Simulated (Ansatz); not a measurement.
**One elementary step**

Start structure (CH6ClSi, doublet), relaxed at PBE0-D4/def2-TZVP:

Cl1  (0.792, -0.047, 1.654)
Si2  (-0.322, -0.855, 0.118)
C3  (-0.458, 0.374, -1.268)
H4  (2.740, 1.947, 3.807)
H5  (0.366, -2.094, -0.318)
H6  (-1.653, -1.198, 0.675)
H7  (-0.947, 1.289, -0.927)
H8  (0.530, 0.633, -1.653)
H9  (-1.048, -0.048, -2.086)
(Å)

The step: CH₅ClSi ([CH3][SiH2][Cl]) + H → CH₅Si ([CH3][SiH2]) + HCl; bonds formed: Cl1–H4; bonds broken: Cl1–Si2. Ansatz 0.2.0; basis: def2-TZVPP and def2-QZVPP; cores frozen in the correlated methods; orbitals are unrestricted. Extrapolation: Hartree–Fock as exp(−7.88 √X), correlation as X^−2.97. Energies below are by CCSD(T) at an estimated basis limit (MP2 extrapolated from triple and quadruple zeta, plus CCSD(T) − MP2 in triple zeta).

(1) What are the electronic barrier and the energy of the step, from the start structure to the end structure? (An estimate is asked for; the value comes from the calculation.)

The T1 diagnostic stays at or below 0.017. ⟨S²⟩ of the unrestricted Hartree–Fock references: 0.75 to 0.80 (a pure state has 0.75). The unrestricted reference is spin-contaminated, which hurts MP2 most.

Results:

(1) The calculation gives: Barrier 0.928 eV; step energy 0.297 eV (uphill); reverse barrier, their difference, 0.631 eV. Barrier and step energy count from the start structure, the reverse barrier from the end structure.

The saddle point: One imaginary mode of 443i cm⁻¹.
```json
{"pair": "Cl1–H4", "start (Å)": "3.52", "saddle (Å)": "1.48", "end (Å)": "1.28"}
{"pair": "Cl1–Si2", "start (Å)": "2.06", "saddle (Å)": "2.39", "end (Å)": "3.83"}
```

Zero-point energy (harmonic, PBE0-D4): ZPE is 1.511 eV at the start and 1.535 eV at the saddle, so the barrier goes from 0.928 to 0.952 eV.

Radical steps of this kind take place in plasma deposition and etching.

Labels in which every atom is bracketed show which atoms are joined, not bond orders.

For scale, one of the runs: CCSD(T)/def2-TZVPP, 199 basis functions, launched by `ansatz run in.yaml --threads 4 --pin off --events-out ev --progress --plain --max-ram 9574MiB`. Time: 2.8 min of wall clock on 4 CPU threads of an Arm Neoverse N1; the host was shared. Peak host memory: 5.8 GiB.
